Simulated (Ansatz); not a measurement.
[Br···H···Cl], doublet: transfer scan

Starting geometry:

```xyz
3

Br    0.0000    0.0000   -1.5332
H     0.0000    0.0000   -0.1126
Cl    0.0000    0.0000    1.6458
```

From there H2 is moved from one fragment to the other while all else, the fragments' distance too, stays fixed; atoms are numbered as listed. Energies are in kJ/mol, counted from the starting geometry at the same level.

Basis cc-pVDZ; Ansatz 0.2.0. Correlated methods freeze the noble-gas cores and the filled d shells of p-block atoms. Prefix R: restricted or restricted open-shell reference; prefix U: unrestricted. Active spaces: valence = (15e, 9o) chosen from the atoms' valence shells. No spin–orbit coupling is included, and no scalar relativity.

Runs in a small pair space aren't shown, since their orbitals change along the scan.

Full CI isn't at hand for all of this; UCCSDT(Q) serves as the reference, and is uncertain by about the last step of the cluster series. The frozen core follows each run's orbitals, which can shift R against U totals by a few meV for light atoms and by up to 0.1 eV past Ca.

```tsv
distance Br1-H2 (Å)	CASSCF (valence space)
1.321	15.1
1.421	0.0
1.479	0.3
1.537	2.2
1.596	2.2
1.654	-2.1
1.712	-10.7
1.771	-21.9
1.829	-32.2
```

Question: Estimate the UCCSDT(Q) curve in cc-pVDZ from this one, knowing how CASSCF (valence space) errs.

Answer: The computed UCCSDT(Q) values, in kJ/mol from the starting point, and the error of CASSCF (valence space) against them:
| distance Br1-H2 (Å) | UCCSDT(Q) | CASSCF (valence space) less UCCSDT(Q) |
| --- | --- | --- |
| 1.321 | 18.6 | -3.5 |
| 1.421 | 0.0 | 0.0 |
| 1.479 | -2.0 | 2.3 |
| 1.537 | -2.1 | 4.3 |
| 1.596 | -3.5 | 5.7 |
| 1.654 | -8.1 | 6.1 |
| 1.712 | -16.0 | 5.4 |
| 1.771 | -25.9 | 4.0 |
| 1.829 | -34.5 | 2.3 |

The error spans 9.5 kJ/mol and is largest, 6.1 kJ/mol, at 1.654 Å.
